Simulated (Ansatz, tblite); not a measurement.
# Au(CO)H (CHAuO): one state, many levels

Aim: run the singlet of Au(CO)H (CHAuO) at one geometry on many levels, and compare frontier levels, spin and run time.

The runs use Ansatz 0.2.0, Gaussian basis; as each input shows.

The runs, in order: GFN1-xTB, GFN2-xTB, PBE-D4/def2-TZVP, r2SCAN-D4/def2-TZVP, HF/def2-TZVP, B97M-V/def2-TZVP, ωB97X-V/def2-TZVP, HSE06-D4/def2-TZVP, BHLYP-D4/def2-TZVP, r2SCAN0-D4/def2-TZVP, PBE-QIDH/def2-TZVP, PBE-D4/def2-SVP, PBE0-D4/def2-SVP, PBE0-D4/def2-TZVPD, PBE-D4/def2-TZVPD, r2SCAN-D4/def2-TZVPD, CCSD(T)/def2-TZVPP, MP2/def2-TZVP, RPA/def2-TZVP, CCSD(T)/def2-TZVPD.

## 1. The geometry

The singlet was relaxed beforehand with PBE0-D4/def2-TZVP.

4 atoms, charge 0, spin multiplicity 1.

Bond lengths: Au1–C2 1.965 Å, Au1–H4 1.607 Å, C2–O3 1.125 Å. Angles: C2–Au1–H4 179.9°, Au1–C2–O3 180.0°.

Formally the metal is d10. Au takes a core potential in the def2 sets. No spin-orbit coupling is included.

PBE0-D4/def2-TZVP was run before; its log isn't repeated, and its numbers join the tables.

## 2. GFN1-xTB

Tight binding, by tblite at 300 K electronic temperature and without a spin-polarisation term:

```python
tblite.interface.Calculator('GFN1-xTB', numbers, positions, charge=0, uhf=0).singlepoint()
```

Energy -305.5247 eV, HOMO -10.93 eV, LUMO -8.74 eV; 0.002 s.

## 3. GFN2-xTB

Tight binding, by tblite at 300 K electronic temperature and without a spin-polarisation term:

```python
tblite.interface.Calculator('GFN2-xTB', numbers, positions, charge=0, uhf=0).singlepoint()
```

Energy -286.3849 eV, HOMO -10.84 eV, LUMO -8.46 eV; 0.001 s.

## 4. PBE-D4/def2-TZVP

start.molden holds the orbitals of an earlier run on this state, given as this run's starting guess.

in.yaml reads:

```yaml
crystal:
  periodic: [false, false, false]
  atoms:
    - {symbol: Au, position_ang: [-0.040091, 0.049609, -0.859848]}
    - {symbol: C, position_ang: [0.050641, -0.062826, 1.099988]}
    - {symbol: O, position_ang: [0.102308, -0.127041, 2.222147]}
    - {symbol: H, position_ang: [-0.112848, 0.140259, -2.462277]}
basis:
  gaussian: {orbitals: def2-TZVP, initial_orbitals: start.molden}
hamiltonian: {xc: pbe, dispersion: d4}
scf: {omitted_lower_state_checks: [starts]}
output: {forces: true, orbitals: {seedname: orbitals}}
```

Started as:

```
> ansatz run in.yaml --threads 4 --pin off --events-out ev --progress --plain --max-ram 3916MiB
```

After this run come: r2SCAN-D4/def2-TZVP; HF/def2-TZVP; B97M-V/def2-TZVP; ωB97X-V/def2-TZVP; HSE06-D4/def2-TZVP; BHLYP-D4/def2-TZVP; r2SCAN0-D4/def2-TZVP; PBE-QIDH/def2-TZVP; PBE-D4/def2-SVP; PBE0-D4/def2-SVP; PBE0-D4/def2-TZVPD; PBE-D4/def2-TZVPD; r2SCAN-D4/def2-TZVPD; CCSD(T)/def2-TZVPP; MP2/def2-TZVP; RPA/def2-TZVP; CCSD(T)/def2-TZVPD.

**Question.** What will the summary of the whole plan be? Wanted: gap in def2-TZVP, named functionals and Hartree-Fock, smallest and largest; correlation energy, CCSD(T)/def2-TZVPP; correlation energy, MP2/def2-TZVP; correlation energy, CCSD(T)/def2-TZVPD; binding an atom, CCSD(T)/def2-TZVPP; PBE0 total energy, smallest basis above largest.

As calculated:

| quantity | value |
| --- | --- |
| gap in def2-TZVP, named functionals and Hartree-Fock, smallest and largest | 3.76 eV (PBE-D4), 11.05 eV (HF) |
| correlation energy, CCSD(T)/def2-TZVPP | -27.62 eV |
| correlation energy, MP2/def2-TZVP | -22.61 eV |
| correlation energy, CCSD(T)/def2-TZVPD | -22.68 eV |
| binding an atom, CCSD(T)/def2-TZVPP | 3.832 eV |
| PBE0 total energy, smallest basis above largest | 3.99 eV (def2-SVP, def2-TZVPD) |

**Reading.** Over the named functionals and Hartree-Fock in def2-TZVP the gap runs from 3.76 eV (PBE-D4) to 11.05 eV (HF); exact exchange widens it. The functionals in def2-TZVP miss CCSD(T)/def2-TZVPP by -0.262 (BHLYP-D4) to +0.253 eV (PBE-D4) an atom. CCSD(T)/def2-TZVPP isn't at the basis-set limit; small misses against it rank nothing.
